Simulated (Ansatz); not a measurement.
A made-up structure of SiH2S2, singlet:

```csv
atom,x (Å),y (Å),z (Å)
S1,2.9539,-1.3453,0.5809
Si2,-0.4913,-0.3089,-0.1972
S3,1.5730,0.0519,-0.1614
H4,-0.6636,-1.4431,-1.1342
H5,1.4575,1.0681,0.7133
```

It is relaxed with PBE-D4/def2-SVP and then PBE0-D4/def2-TZVP (Ansatz 0.2.0). Atoms count as bonded within 1.22 times the sum of their covalent radii (H–H: 0.88 Å). The end point is not checked to be a true minimum.

**Question.** Does its bonding change? (Judge from chemistry; the calculation decides.)

**Answer.** The calculation gives: No: no bond forms or breaks.

Where it ends: The first stage lowers the energy by 0.75 eV in 9 steps. It ends as SiH₂S₂ ([SiH][SH][S]):
S1  (2.927, -1.281, 0.308)
Si2  (-0.629, -0.112, -0.485)
S3  (1.361, -0.130, 0.195)
H4  (-0.426, -1.543, -0.946)
H5  (1.598, 1.089, 0.729)
(Å)

Labels in which every atom is bracketed show which atoms are joined, not bond orders.

For scale, one of the runs: PBE0-D4/def2-TZVP relaxation, 123 basis functions, launched by `ansatz run in.yaml --threads 2 --pin off --events-out ev --progress --plain --max-ram 4352MiB`. The run took about 15 s on 2 CPU threads of an Arm Neoverse V2 (shared host).
